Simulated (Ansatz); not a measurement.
## Relative stability

Two relaxed structures of H2S3O, closed shell (PBE0-D4/def2-TZVP; forces vanish, vibrations not checked).

A:

```
6
angstrom
O 0.5093 1.2067 0.4780
S -0.0155 1.4620 -1.0821
S 1.1801 -0.2854 0.8372
S -0.3710 -1.5499 0.9543
H -1.2820 1.0337 -0.9038
H -0.3944 -1.9906 -0.3224
```

B:

```xyz
6
angstrom
O -0.1869 1.4617 -0.7625
S 0.6810 1.4844 0.4214
S 1.4255 -0.4569 0.8718
S -0.2677 -1.5631 1.0856
H -0.1486 1.4144 1.5160
H -0.5181 -1.7682 -0.2216
```

Program: Ansatz 0.2.0. Basis: def2-TZVPP. Cores are frozen in the correlated methods. B3LYP uses VWN-RPA correlation.

(1) Which structure is lower at CCSD(T), and by how much? (An estimate is asked for; the value comes from the calculation.)

T1 diagnostic: at most 0.019.

Results:

(1) By the calculation: B, by 0.267 eV (electronic energy, against the other). By their contacts, A is H₂S₃O ([SH][O][S][SH]) and B is H₂S₃O ([O][SH][S][SH]).

All methods give the same order:

```
   method  E(B) − E(A) (eV)
   PBE-D4            -0.501
r2SCAN-D4            -0.515
  PBE0-D4            -0.439
 B3LYP-D4            -0.350
  wB97M-V            -0.245
       HF            -0.111
      MP2            -0.407
     CCSD            -0.208
  CCSD(T)            -0.267
```

Labels in which every atom is bracketed show which atoms are joined, not bond orders.

For scale, one of the runs: CCSD(T)/def2-TZVPP, 185 basis functions, launched by `ansatz run in.yaml --threads 2 --pin off --events-out ev --progress --plain --max-ram 4352MiB`. Hardware: 2 CPU threads of an Arm Neoverse V2, shared host. Wall time 46 s; peak host memory 1.7 GiB.
